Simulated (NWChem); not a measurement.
Species: N$_{2}$ cation, doublet

```xyz
2

N      0.0000     0.0000    -0.5585
N      0.0000     0.0000     0.5585
```
Atoms are numbered in this order, from 1.

All runs use the structure optimised with B3LYP/6-31G* (spherical d), spin-unrestricted. No stability test was run on the SCF state.

Task: List the 4 lowest vertical excitations from PBE0/aug-cc-pVDZ, spin-unrestricted, TDA (NWChem).

Result: 
```tsv
state	energy (eV)	oscillator strength	<S²>
state 1	1.11	0.002	0.76
state 2	1.11	0.002	0.76
state 3	3.60	0.045	0.82
state 4	7.04	0.003	2.68
```
